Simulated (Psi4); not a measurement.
**C2HF (fluoroacetylene): a line through the functionals**

C2HF: 4 atoms, total charge 0, spin state singlet. SMILES: `C#CF`. Geometry: relaxed at PBE0-D4/def2-TZVP.

The HOMO–LUMO gap y, in eV, basis cc-pVTZ; a is the functional's share of exact exchange. Programs: Psi4 1.11.

| functional | program | a | y (eV) |
| --- | --- | --- | --- |
| PBE | Psi4 | 0 | 7.33 |
| r2SCAN | Psi4 | 0 | 8.14 |
| TPSSh | Psi4 | 0.1 | 8.57 |
| B3LYP | Psi4 | 0.2 | 9.15 |
| PBE0 | Psi4 | 0.25 | ? |
| BHLYP | Psi4 | 0.5 | 11.76 |

Fit y = c + s·a to the known rows and predict PBE0.


1. Means of the 5 rows: a = 0.1600, y = 8.990.
2. Σ(Δa)² = 0.172, Σ(Δa·Δy) = 1.375, so the slope is 1.375/0.172 = 7.9942.
3. Intercept: 8.990 − (7.9942) × 0.1600 = 7.711. The largest residual of the fit is 0.43.
4. PBE0: 7.711 + (7.9942) × 0.25 = 9.71 eV.

The run gave 9.78 eV, so the prediction is off by -0.07 eV, within the largest residual. Exact exchange lowers occupied levels and raises empty ones. The rows mix families of semi-local functionals, which the line can't see.
